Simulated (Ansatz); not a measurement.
**NH3 (singlet): wave-function methods side by side, cc-pVDZ**

An exercise on one series of results from a longer session: the logs are not shown, and one member is left open.

Method: cc-pVDZ, core rule «outside noble gas», up to 1 orbitals frozen; program: Ansatz 0.2.0, Gaussian basis.

The runs, in order: UHF; CCSD(T) on RHF; BCCD(T) on RHF; CISD; CCSDT(Q) on RHF; CISDTQ; CCSDTQ on RHF; CASSCF and MRCISD+Q, 8 electrons in 7 orbitals; CASSCF and MRCISD+Q(relaxed), 8 electrons in 7 orbitals; CASSCF and NEVPT2, 8 electrons in 7 orbitals; Full CI.

10 further runs of the same task are left out: 1 that didn't finish, 9 set aside as unsound or not needed.

## The system

The geometry is an MP2(full)/6-31G* stationary point (not a proven minimum).

4 atoms, charge 0, spin multiplicity 1.

Atoms are counted from 1 here; the program's logs count them from 0.

Bond lengths: N1–H2 1.017 Å, N1–H3 1.017 Å, N1–H4 1.017 Å. Angles: H2–N1–H3 106.3°, H2–N1–H4 106.3°, H3–N1–H4 106.3°.

The first run:

The input, in.yaml:

```yaml
crystal:
  periodic: [false, false, false]
  atoms:
    - {symbol: N, position_ang: [0.000000, 0.000000, 0.068943]}
    - {symbol: H, position_ang: [0.000000, 0.939731, -0.319354]}
    - {symbol: H, position_ang: [0.813831, -0.469865, -0.319354]}
    - {symbol: H, position_ang: [-0.813831, -0.469866, -0.319353]}
basis:
  gaussian: {orbitals: cc-pVDZ}
magnetization: {spin_polarized: true, initial_magnetization: 0}
hamiltonian: {xc: hf}
output: {orbitals: {seedname: orbitals}}
```

Launch:

```bash
$ ansatz run in.yaml --threads 1 --pin off --events-out ev --progress --plain --max-ram 3020MiB --backend cpu
```

Steps of the session up to this table: UHF; CCSD(T) on RHF; BCCD(T) on RHF; CISD; CCSDT(Q) on RHF; CISDTQ; CCSDTQ on RHF; CASSCF and MRCISD+Q, 8 electrons in 7 orbitals; CASSCF and MRCISD+Q(relaxed), 8 electrons in 7 orbitals; CASSCF and NEVPT2, 8 electrons in 7 orbitals; Full CI.

One of the session's tables, all rows but one given; the rest of the session is left out.

| method | from FCI (meV) |
| --- | --- |
| RHF | +5643.2 |
| RMP2 | +563.7 |
| CISD | +354.4 |
| RCCSD | +120.9 |
| RCCSD(T) | +16.7 |
| BCCD(T) | ? |
| RCCSDT | +9.3 |
| CISDTQ | +11.1 |
| RCCSDT(Q) | +0.1 |
| RCCSDTQ | +0.6 |
| CASSCF valence | +3632.8 |
| NEVPT2 valence | +713.4 |
| MRCISD valence | +129.9 |
| MRCISD+Q valence | -6.4 |
| MRCISD+Q(relaxed) valence | -19.0 |
| FCI | 0 |

Q: Estimate the row for BCCD(T) from the others.

The run gave: from FCI (meV): +16.8. In the column «from FCI (meV)» it lies between RCCSD(T) (+16.7) and RCCSD (+120.9).

Caveats from the session: MRCISD+Q valence, MRCISD+Q(relaxed) valence fall below full CI: the +Q correction isn't variational, and the cores differ from full CI's.
